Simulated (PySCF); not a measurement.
# Dipole moment and polarisability of tert-butyl methyl ether

tert-butyl methyl ether, C5H12O.
Geometry (GFN2-xTB, Å), atoms numbered from 1 in this order:
```xyz
18
C5H12O angstrom
C      2.057    0.417    0.351
O      0.764    0.520    0.886
C     -0.323    0.015    0.108
C     -0.192   -1.494   -0.140
C     -1.552    0.288    0.980
C     -0.462    0.757   -1.227
H      2.357   -0.624    0.186
H      2.715    0.857    1.099
H      2.167    0.973   -0.585
H     -1.117   -1.876   -0.563
H      0.616   -1.714   -0.835
H      0.003   -2.008    0.799
H     -1.445   -0.221    1.933
H     -2.456   -0.058    0.488
H     -1.634    1.355    1.171
H      0.351    0.509   -1.906
H     -0.460    1.831   -1.056
H     -1.399    0.480   -1.703
```

Level: wB97X-D/def2-SVPD (PySCF), static field, nuclei fixed, core orbitals frozen in the response. The polarisability tensor in these axes (au):

```
x   71.52  0.63 -0.32
y    0.63 64.84 -0.41
z   -0.32 -0.41 64.18
```

Q: Give the principal values, the mean and the anisotropy Δα = √{½[(α1 − α2)² + (α2 − α3)² + (α1 − α3)²]}.

A: Principal values 63.99, 64.96 and 71.59 au; mean 66.85 au = 9.91 Å³ = 11.02 × 10⁻⁴⁰ C²·m²/J; Δα = 7.17 au (11 % of the mean).

Q: What is the dipole moment, and where does it point?

A: (0.07, -0.55, -1.16) D, 1.29 D in size, pointing from the negative to the positive side. Measured along this direction, the outermost atoms are H15 and H13 at the negative end and H11 and H16 at the positive end.

Q: Sum over states: ᾱ = Σ f/ω², ω in Eh. What share falls to these 8 lowest TDDFT singlets (eV, f)? 7.45, 0.0002; 8.16, 0.0241; 8.54, 0.0073; 8.60, 0.0067; 8.75, 0.0288; 9.01, 0.0144; 9.35, 0.0048; 9.36, 0.0634.

A: They add up to 1.40 au, 2.1 % of the 66.85 au; the largest single term is 0.54 au, from the state at 9.36 eV. Terms in order: 0.00, 0.27, 0.07, 0.07, 0.28, 0.13, 0.04, 0.54 au. Higher excitations give the rest. The strengths listed sum to 0.150.

Q: Refractivity n − 1 of an ideal gas of it at 273.15 K and 1 atm, from the electronic α?

A: N = p/kT = 2.6868 × 10¹⁹ cm⁻³, so n − 1 = 2π × N × 9.91 × 10⁻²⁴ cm³ = 1672 × 10⁻⁶ at long wavelengths.

Q: Estimate the molar refractivity from the static electronic polarisability.

A: Lorentz–Lorenz: R = (4π/3)N_A α = 2.5225 cm³/(mol·Å³) × 9.91 Å³ = 25.0 cm³/mol, in the limit of long wavelengths.

Isolated species at its GFN2-xTB geometry, gas phase.

wB97X-D is run here without its empirical dispersion term; that term would change no orbital, density or response property at a fixed geometry.
